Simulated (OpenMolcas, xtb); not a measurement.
# BPH4 (SMILES BP): the vertical ionisation energy, rung by rung

BPH4 has 6 atoms, charge 0, and is taken as a singlet. SMILES: `BP`. Geometry: relaxed at GFN2-xTB.

```tsv
atom	x (Å)	y (Å)	z (Å)
B	0.0027	-0.8680	0.1189
P	0.3787	0.9288	0.2596
H	-0.7775	-1.3512	0.8429
H	0.6592	-1.5409	-0.5759
H	0.5991	1.3191	-1.0437
H	-0.8623	1.5122	0.3982
```

Each level gives the vertical ionisation energy (to the doublet cation) (eV). The values are calculated.

```json
{"level": "GFN2-xTB", "kind": "semi-empirical", "program": "xtb", "value (eV)": "13.72", "less FCI/STO-3G": "+6.86", "CPU time (all runs)": "under 2 s"}
{"level": "HF/STO-3G", "kind": "Hartree–Fock", "program": "OpenMolcas", "value (eV)": "6.59", "less FCI/STO-3G": "-0.27", "CPU time (all runs)": "3 s"}
{"level": "HF/STO-3G, open shells restricted", "kind": "Hartree–Fock", "program": "OpenMolcas", "value (eV)": "6.62", "less FCI/STO-3G": "-0.24", "CPU time (all runs)": "3.6 s"}
{"level": "SVWN5/STO-3G", "kind": "LDA", "program": "OpenMolcas", "value (eV)": "8.15", "less FCI/STO-3G": "+1.29", "CPU time (all runs)": "9.8 s"}
{"level": "PBE/STO-3G", "kind": "GGA", "program": "OpenMolcas", "value (eV)": "8.12", "less FCI/STO-3G": "+1.26", "CPU time (all runs)": "12 s"}
{"level": "r2SCAN/STO-3G", "kind": "meta-GGA", "program": "OpenMolcas", "value (eV)": "8.06", "less FCI/STO-3G": "+1.20", "CPU time (all runs)": "15 s"}
{"level": "PBE0/STO-3G", "kind": "global hybrid", "program": "OpenMolcas", "value (eV)": "8.01", "less FCI/STO-3G": "+1.15", "CPU time (all runs)": "12 s"}
{"level": "CCSD(T)/STO-3G, open shells restricted", "kind": "coupled cluster or CI", "program": "OpenMolcas", "value (eV)": "6.86", "less FCI/STO-3G": "0.00", "CPU time (all runs)": "4.4 s"}
{"level": "FCI/STO-3G, open shells restricted", "kind": "exact in the basis", "program": "OpenMolcas", "value (eV)": "6.86", "less FCI/STO-3G": "0.00", "CPU time (all runs)": "1.9 min"}
```

FCI/STO-3G, open shells restricted is exact within its basis and frozen core, so for wave-function methods in that basis the difference is their error; functionals converge differently with the basis, so for them it is only a difference. The values span 6.59 to 13.72 eV. The xTB values lack the empirical shift that such differences need. All rows use very small basis sets, so even the best lies far from the true value. Times are those of the runs behind each value, whatever else they computed, on shared processors of several kinds: orders of magnitude only.
